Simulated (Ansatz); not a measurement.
Isolated molecules relaxed with PBE0-D4/def2-TZVP in Ansatz; ΔE leaves out vibrations. CBS: MP2 limit from def2 TZ/QZ plus the TZ coupled-cluster correction, frozen cores. This one scheme is used for every species. DFT in def2-TZVPP. Each species was taken in one conformer, which may not be the lowest.

Reaction (formal hydrolysis of a C–C bond): `CC(F)(F)CF` + H₂O → `CC(O)(F)F` + `CF`

```json
{"species": "`CC(F)(F)CF`", "PBE0 energy (Eh)": "-416.61556"}
{"species": "H₂O", "PBE0 energy (Eh)": "-76.38081"}
{"species": "`CC(O)(F)F`", "PBE0 energy (Eh)": "-353.34541"}
{"species": "`CF`", "PBE0 energy (Eh)": "-139.65488"}
```

Work out ΔE.

ΔE = (-353.34541) + (-139.65488) − (-416.61556) − (-76.38081) = -0.00392 Eh = -10.3 kJ/mol. CCSD(T)/CBS gives +1.4 kJ/mol.

Largest T1 diagnostic among the species: 0.011.

In def2-TZVPP, CCSD(T) changes the Hartree–Fock value by +15.3 kJ/mol (the triples alone add +0.8 kJ/mol) and MP2 by +17.4 kJ/mol. At CCSD(T), def2-SVP lies −22.8 kJ/mol from the extrapolated value and def2-TZVPP −5.1 kJ/mol.
